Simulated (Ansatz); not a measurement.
Which isomer of BFH3Si gives these data?

These gas-phase data were calculated for one isomer of BFH3Si at B3LYP/6-31G* (harmonic, unscaled wavenumbers; equilibrium rotational constants with average atomic masses):

| Property | Result |
| --- | --- |
| rotational constants | 31.87, 6.358, 5.301 GHz |
| all wavenumbers above 1500 cm⁻¹ | 2731, 2629, 2270 |
| dipole moment | 1.21 D (PBE0/def2-TZVPD) |

Candidates:

(1) `B[SiH]F`, a doublet
(2) `FB[SiH2]`, a doublet

Question: Which structure fits?

Answer: Candidate (1). 2 modes lie between 2350 and 2900 cm⁻¹, one for each B–H bond, while (2) has 1.

The same quantities for all candidates:

|  | rotational constants (GHz) | wavenumbers above 1500 cm⁻¹ | dipole (D) | E above the lowest, B3LYP/6-31G* (kcal/mol) |
| --- | --- | --- | --- | --- |
| (1) | 31.87, 6.358, 5.301 | 2731, 2629, 2270 | 1.21 | 2.6 |
| (2) | 44.37, 4.685, 4.237 | 2640, 2287, 2259 | 1.25 | 0.0 |

Harmonic stretches to hydrogen usually lie a few per cent above observed fundamentals. Each candidate is one conformer. Open shells are spin-unrestricted. Programs: Ansatz 0.2.0.
